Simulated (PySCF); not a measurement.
# Unknown compound

An unknown has the formula C₃H₄N₂. Its calculated NMR data are:

$^{1}$H NMR (600 MHz, computed): δ 6.35 (d, J = 9.7 Hz, 1H), 4.29 (br s, 2H), 3.73 (d, J = 9.7 Hz, 1H).

$^{13}$C{$^{1}$H} NMR (computed): δ 152.7, 120.9, 66.7.

Computational details: coordinates at the PBE0-D3(BJ)/def2-SVP level, shielding tensors at PBE0/pcSseg-1 (GIAO), couplings computed with B3LYP/pcJ-1, in PySCF 2.14.0 with density-fitted response routines (fast rotation and ring inversion assumed for equivalent nuclei, a single conformation, relativity neglected, no solvent model).

Shifts are taken against calculated references (same method and geometry level): TMS for $^{1}$H, $^{13}$C.

**Question.** Choose the structure that fits.
A. C/N=C/C#N
B. C/N=C\C#N
C. C=NCC#N
D. N#C/C=C\N

**Answer.** D. 

The formula gives 3 degrees of unsaturation (no ring in the answer). 3 carbon signals for 3 carbons: no two carbons are equivalent. Carbon types of the structure: 1 × C, 2 × CH, leaving 2 H on heteroatoms. δC 152.7: alkene carbon bearing nitrogen; an sp2 carbon further deshielded by the attached heteroatom. δC 120.9: nitrile carbon; C≡N carbons fall here, among the sp2 signals but without a proton. δC 66.7: β carbon of an enol-ether or enamine type C=C; the O or N lone pair pushes π density onto this β carbon and shields it. δH 6.35: hydrogen on an alkene carbon bearing nitrogen; attached to an sp2 carbon and in the plane of the double bond. δH 3.73: hydrogen on a β carbon of an enol-ether or enamine type C=C; lone-pair donation from O or N shields it, upfield of ordinary alkene protons. The protons at 3.73 and 6.35 share a coupling of 9.7 Hz (vicinal, cis across C=C).

The others: C/N=C/C#N has carbons computed at 141.4, 120.2, 53.0, with a different DEPT pattern; C/N=C\C#N has carbons computed at 138.0, 113.4, 49.8, with a different DEPT pattern; C=NCC#N would give 3 signals for carbon-bound and other non-exchanging H, not 2.

Exchangeable OH/NH protons stand at their gas-phase positions; hydrogen bonding in a real sample shifts them, mostly to higher δ. Multiplet labels drop couplings under 1 Hz and merge nearly equal ones. Unscaled 3J(H,H) at this level run about 10 % above measured values. Shifts are as computed. Against solution values, carbons near 30 ppm lie about +2 ppm off and those near 130 ppm about +5 ppm. Of 1211 compounds with measured shifts, 218 miss one by over three times the rms of a fit or turn the order of signals round; such compounds aren't used in these exercises. Couplings to exchangeable protons are dropped.
